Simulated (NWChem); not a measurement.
A series in which one site is exchanged, each optimised at PBE0/def2-SVP with NWChem, gas phase unless a solvent is named. Some are not confirmed as minima by frequencies. def2 effective core potentials on Zr, Hf; no spin-orbit coupling.

A: [Cl][ZrH3] (ZrH3Cl; site = Zr)
B: [Cl][TiH3] (TiH3Cl; site = Ti)
C: ClC (CH₃Cl; site = C)
D: [Cl][HfH3] (HfH$_{3}$Cl; site = Hf)

| quantity | A | B | C | D |
|---|---|---|---|---|
| vertical ionisation energy, ΔSCF, CAM-B3LYP/def2-SVP (eV) | 11.08 | 11.50 | 11.23 | (withheld) |
| static polarisability, CAM-B3LYP/def2-SVPD (bohr³) | 62.5 | 57.5 | 29.1 | (withheld) |
| lowest singlet excitation, CAM-B3LYP/def2-SVPD, TDA (eV) | 4.15 | 3.32 | 7.43 | (withheld) |

Question: Some entries are withheld; supply them.

Answer: 
- vertical ionisation energy, ΔSCF, CAM-B3LYP/def2-SVP (eV), D: 11.04
- static polarisability, CAM-B3LYP/def2-SVPD (bohr³), D: 59.9
- lowest singlet excitation, CAM-B3LYP/def2-SVPD, TDA (eV), D: 4.49
